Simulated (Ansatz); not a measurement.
Compare A (`O=C(O)CCO`) with its isomer B (`O=CCOCO`).

Isolated molecules relaxed with PBE0-D4/def2-TZVP in Ansatz; ΔE leaves out vibrations. CCSD(T)/CBS is the MP2 limit (def2-TZVPP, def2-QZVPP) plus CCSD(T) − MP2 in def2-TZVPP, frozen cores. DFT in def2-TZVPP. B3LYP here is the variant with VWN-RPA as its local correlation; programs differ in this. Each species was taken in one conformer, which may not be the lowest.

Question: Which isomer does CCSD(T)/CBS put lower? Give the gap. (Best estimate.)

Answer: Computed: A, by 130.4 kJ/mol.

Question: Give E(B) − E(A) in kJ/mol with B3LYP-D4, PBE-D4, CCSD/def2-TZVPP, B2PLYP, B3LYP, PBE0-D4, CCSD(T)/def2-TZVPP. (An estimate is asked.)

Answer: Ansatz gave: B3LYP-D4 125.3, PBE-D4 130.5, CCSD/def2-TZVPP 127.0, B2PLYP 128.5, B3LYP 125.1, PBE0-D4 134.5, CCSD(T)/def2-TZVPP 127.6. None reverses the order clearly.

Largest T1 diagnostic: 0.014.

In def2-TZVPP, CCSD(T) changes the Hartree–Fock value by +3.9 kJ/mol (the triples alone add +0.5 kJ/mol) and MP2 by +12.4 kJ/mol. From PBE to PBE0 (25 % exact exchange), in def2-TZVPP and without D4, E(B) − E(A) moves by +4.0 kJ/mol.
